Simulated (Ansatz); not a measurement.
A made-up structure of B2NH6 (charge +1), singlet:

```xyz
9
angstrom
B 0.7424 -0.6670 0.7534
B 0.2707 0.1602 -0.4742
N -1.2391 0.7884 -0.6504
H -1.4579 1.7309 -0.3277
H -1.9767 0.2606 -1.1173
H 1.1448 0.2804 -1.2740
H 1.6646 -0.1719 1.2298
H 1.1050 -1.7030 0.4103
H -0.0388 -0.8258 1.5822
```

It is relaxed with PBE-D4/def2-SVP and then PBE0-D4/def2-TZVP (Ansatz 0.2.0). Atoms count as bonded within 1.22 times the sum of their covalent radii (H–H: 0.88 Å). The end point is not checked to be a true minimum.

Does its bonding change? (A judgement: the text doesn't fix the answer.)

By the calculation: Yes. Formed: B1–H6, B2–H9; broken: none.

Where it ends: The first stage lowers the energy by 5.76 eV in 20 steps. It ends as B₂NH₆ ([NH2][B]12[H][BH2]1[H]2), total charge +1:
B1  (1.132, -0.693, 0.538)
B2  (-0.193, 0.117, -0.086)
N3  (-1.250, 0.761, -0.588)
H4  (-1.174, 1.489, -1.289)
H5  (-2.203, 0.567, -0.304)
H6  (1.034, 0.310, -0.394)
H7  (1.627, -0.217, 1.503)
H8  (1.454, -1.674, -0.045)
H9  (-0.212, -0.807, 0.798)
(Å)

Labels in which every atom is bracketed show which atoms are joined, not bond orders.

For scale, one of the runs: PBE0-D4/def2-TZVP relaxation, 129 basis functions, launched by `ansatz run in.yaml --threads 2 --pin off --events-out ev --progress --plain --max-ram 4352MiB`. The run took about 20 s on 2 CPU threads of an Intel Xeon (shared host).
